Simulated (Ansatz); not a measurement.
One crystal and one scan (energy against volume) at two levels, PBE (plane waves to 420 eV, PAW, scalar-relativistic; Ansatz, a quantum-chemistry and plane-wave program) and r2SCAN (plane waves to 500 eV, PAW, scalar-relativistic; Ansatz), each from its own relaxed cell and on its own mesh. The cell shown is that of PBE.

BP (zinc blende)

```
BP
1.0
    0.00000     2.27414     2.27414
    2.27414     0.00000     2.27414
    2.27414     2.27414     0.00000
P B
1 1
Direct
  0.75000   0.75000   0.75000
  0.00000   0.00000   0.00000
```

E(V) scan at fixed shape, V₀ the volume above. Symmetry pins the atoms to their sites.

Energies are smeared free energies. BP was relaxed with its symmetry unable to fall. The PAW data are Ansatz's earlier set. Percentages come from the unrounded values. Both scans cover V/V₀ from 0.900 to 1.100.

| quantity | PBE | r2SCAN | PBE − r2SCAN |
|---|---|---|---|
| Lattice constant a (Å) | 4.548 | 4.536 | +0.012 (+0.3 %) |
| Band gap of the relaxed cell, no spin-orbit coupling (eV) | 1.25 | 1.41 | -0.16 (-11 %) |
| Pressure at the smallest volume (GPa) | 20.8 | 21.7 | -0.9 (-4 %) |
| Energy cost of the largest compression (meV/atom) | 70.3 | 72.7 | -2.4 (-3.4 %) |
| Energy cost of the largest expansion (meV/atom) | 51.0 | 53.0 | -2.0 (-3.8 %) |
| Bulk modulus B₀ (third-order Birch-Murnaghan fit) (GPa) | 161.9 | 169.2 | -7.3 (-4.4 %) |
| Pressure derivative B₀′ (fit) | 3.8 | 3.8 | 0.0 |
| Pressure for 5 % compression (fit) (GPa) | 9.2 | 9.6 | -0.4 (-4 %) |

PBE gives the higher value for: lattice constant a. PBE gives the lower value for: band gap of the relaxed cell, no spin-orbit coupling; pressure at the smallest volume; energy cost of the largest compression; energy cost of the largest expansion; bulk modulus B₀; pressure for 5 % compression. They agree on: pressure derivative B₀′ (within 1.5 %). For the lattice constant a the reference is 4.525 Å (measured, corrected to the static lattice; as given in Daniel Mejia-Rodriguez, S. B. Trickey, Physical Review B (2018), arXiv:1807.09216): within its tolerance of 0.3 % it doesn't tell which level is nearer. For the bulk modulus B₀ the reference is 176.5 GPa (measured, corrected to the static lattice; as given in Tamar Goldzak, Xiao Wang, Hong-Zhou Ye et al., The Journal of Chemical Physics (2022), arXiv:2208.04865): within its tolerance of 5 % it doesn't tell which level is nearer.  Neither level is exact: the differences show how much the result hangs on the functional.

ΔE (meV/atom), each from the relaxed starting cell of its own level:

```json
[
 {"V/V₀": "0.900", "PBE": "70.3", "r2SCAN": "72.7"},
 {"V/V₀": "0.925", "PBE": "37.9", "r2SCAN": "39.2"},
 {"V/V₀": "0.950", "PBE": "16.1", "r2SCAN": "16.7"},
 {"V/V₀": "0.975", "PBE": "3.9", "r2SCAN": "4.0"},
 {"V/V₀": "1.000", "PBE": "0.0", "r2SCAN": "0.0"},
 {"V/V₀": "1.025", "PBE": "3.6", "r2SCAN": "3.7"},
 {"V/V₀": "1.050", "PBE": "13.7", "r2SCAN": "14.3"},
 {"V/V₀": "1.075", "PBE": "29.8", "r2SCAN": "30.9"},
 {"V/V₀": "1.100", "PBE": "51.0", "r2SCAN": "53.0"}
]
```

(Under strain, the slope of the energy per volume gives the stress and its curvature an elastic modulus.)
